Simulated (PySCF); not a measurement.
Species: azetidine, C₃H₇N.
Atom-mapped SMILES: `[CH2:1]1[CH2:2][NH:3][CH2:4]1` (hydrogens: H5, H6 on C1; H7, H8 on C2; H9 on N3; H10, H11 on C4)

The same species was optimised twice, with GFN2-xTB and with PBE0-D3(BJ)/def2-SVP (PySCF), and the same property calculations (PySCF, gas phase) were run on both structures.

```json
{"coordinate": "C2–H8 (Å)", "GFN2-xTB": "1.096", "PBE0-D3(BJ)/def2-SVP": "1.109", "change": "+0.013"}
{"coordinate": "C1–H6 (Å)", "GFN2-xTB": "1.086", "PBE0-D3(BJ)/def2-SVP": "1.099", "change": "+0.013"}
{"coordinate": "C4–H10 (Å)", "GFN2-xTB": "1.096", "PBE0-D3(BJ)/def2-SVP": "1.109", "change": "+0.013"}
{"coordinate": "C2–H7 (Å)", "GFN2-xTB": "1.092", "PBE0-D3(BJ)/def2-SVP": "1.104", "change": "+0.012"}
{"coordinate": "C4–H11 (Å)", "GFN2-xTB": "1.092", "PBE0-D3(BJ)/def2-SVP": "1.104", "change": "+0.012"}
{"coordinate": "C1–H5 (Å)", "GFN2-xTB": "1.087", "PBE0-D3(BJ)/def2-SVP": "1.098", "change": "+0.011"}
{"coordinate": "C1–C4 (Å)", "GFN2-xTB": "1.534", "PBE0-D3(BJ)/def2-SVP": "1.538", "change": "+0.004"}
{"coordinate": "C1–C2 (Å)", "GFN2-xTB": "1.534", "PBE0-D3(BJ)/def2-SVP": "1.538", "change": "+0.004"}
{"coordinate": "N3–H9 (Å)", "GFN2-xTB": "1.013", "PBE0-D3(BJ)/def2-SVP": "1.017", "change": "+0.004"}
{"coordinate": "C2–N3 (Å)", "GFN2-xTB": "1.465", "PBE0-D3(BJ)/def2-SVP": "1.464", "change": "-0.001"}
{"coordinate": "N3–C4 (Å)", "GFN2-xTB": "1.465", "PBE0-D3(BJ)/def2-SVP": "1.464", "change": "-0.001"}
{"coordinate": "N3–C2–H7 (°)", "GFN2-xTB": "112.5", "PBE0-D3(BJ)/def2-SVP": "115.3", "change": "+2.8"}
{"coordinate": "N3–C4–H11 (°)", "GFN2-xTB": "112.6", "PBE0-D3(BJ)/def2-SVP": "115.2", "change": "+2.6"}
{"coordinate": "C1–C2–H8 (°)", "GFN2-xTB": "113.2", "PBE0-D3(BJ)/def2-SVP": "111.6", "change": "-1.6"}
{"coordinate": "C1–C4–H10 (°)", "GFN2-xTB": "113.2", "PBE0-D3(BJ)/def2-SVP": "111.6", "change": "-1.6"}
{"coordinate": "C4–C1–H5 (°)", "GFN2-xTB": "116.2", "PBE0-D3(BJ)/def2-SVP": "117.8", "change": "+1.6"}
{"coordinate": "C2–C1–H5 (°)", "GFN2-xTB": "116.3", "PBE0-D3(BJ)/def2-SVP": "117.8", "change": "+1.5"}
{"coordinate": "C1–C4–H11 (°)", "GFN2-xTB": "116.7", "PBE0-D3(BJ)/def2-SVP": "117.8", "change": "+1.1"}
{"coordinate": "C1–C2–H7 (°)", "GFN2-xTB": "116.7", "PBE0-D3(BJ)/def2-SVP": "117.8", "change": "+1.1"}
```

Rotational constants: A = 11639, B = 11594, C = 6653 MHz (GFN2-xTB) against A = 11590, B = 11535, C = 6691 MHz (PBE0-D3(BJ)/def2-SVP). Point groups within 0.08 Å: Cs and Cs. Atoms that the bonding makes alike are paired by their places after alignment.

On the GFN2-xTB structure: HOMO (eV) -6.24 [PBE0/pcSseg-1]; LUMO (eV) 1.43 [PBE0/pcSseg-1]; dipole (D) 1.34 [PBE0/pcSseg-1]; GIAO shielding of C1 (ppm) 165.6 [PBE0/pcSseg-1]; GIAO shielding of C2/C4 (mean) (ppm) 136.3 [PBE0/pcSseg-1]; GIAO shielding of N3 (ppm) 235.6 [PBE0/pcSseg-1].

**Question.** What do these properties become on the PBE0-D3(BJ)/def2-SVP structure?

**Answer.** 
| property | level | on GFN2-xTB | on PBE0-D3(BJ)/def2-SVP | change |
| --- | --- | --- | --- | --- |
| HOMO (eV) | PBE0/pcSseg-1 | -6.24 | -6.36 | -0.12 |
| LUMO (eV) | PBE0/pcSseg-1 | 1.43 | 1.44 | +0.01 |
| dipole (D) | PBE0/pcSseg-1 | 1.34 | 1.26 | -0.08 |
| energy, GFN2-xTB geometry as zero (kcal/mol) | PBE0/pcSseg-1 | 0.0 | -0.6 | -0.6 |
| GIAO shielding of C1 (ppm) | PBE0/pcSseg-1 | 165.6 | 161.1 | -4.5 |
| GIAO shielding of C2/C4 (mean) (ppm) | PBE0/pcSseg-1 | 136.3 | 133.9 | -2.4 |
| GIAO shielding of N3 (ppm) | PBE0/pcSseg-1 | 235.6 | 228.5 | -7.1 |

The heavy atoms differ by 0.036 Å rms after alignment (one structure mirrored). Among all bonds C1–H6, C2–H7, C2–H8, C4–H10 and C4–H11 change most and about equally (+0.012 to +0.013 Å). Changes are differences of the printed values. Neither structure is proved a minimum here.
